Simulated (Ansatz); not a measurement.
## C3H5NO, SMILES COC=C=N: a ranking of conformers, step by step

With Ansatz's Python interface.

The cells in order, each with its output:

In [1]:
```python
import ansatz as az
from rdkit import Chem
from rdkit.Chem import AllChem
```

In [2]:
```python
rd = Chem.AddHs(Chem.MolFromSmiles("COC=C=N"))
ids = list(AllChem.EmbedMultipleConfs(rd, numConfs=20, randomSeed=585, pruneRmsThresh=0.4))
field = [energy for _, energy in AllChem.MMFFOptimizeMoleculeConfs(rd)]
distinct = {round(e, 2): i for i, e in zip(ids, field)}
chosen = sorted(distinct.items())[:5]
found = []
for force_field, index in chosen:
    mol = az.Crystal.molecule()
    for atom, xyz in zip(rd.GetAtoms(), rd.GetConformer(index).GetPositions()):
        mol = mol.atom(atom.GetSymbol(), xyz.round(5).tolist())
    calculation = (
        mol.calculation()
        .basis(gaussian="def2-SVP")
        .functional("r2scan")
    )
    found.append(calculation.run(threads=1).report["free_energy_ev"])
print("conformer   MMFF (kcal/mol)   this level (kJ/mol)")
for (force_field, index), e in zip(chosen, found):
    print(f"{index:9d} {force_field - chosen[0][0]:17.2f} {96.485332 * (e - min(found)):17.3f}")
```
```text
conformer   MMFF (kcal/mol)   this level (kJ/mol)
        2              0.00           134.944
        0              0.45             0.000
```

The conformers keep their force-field geometries. It ran for 10 s on 1 thread of Arm Neoverse V1, on a shared host, peak memory 0.26 GiB.
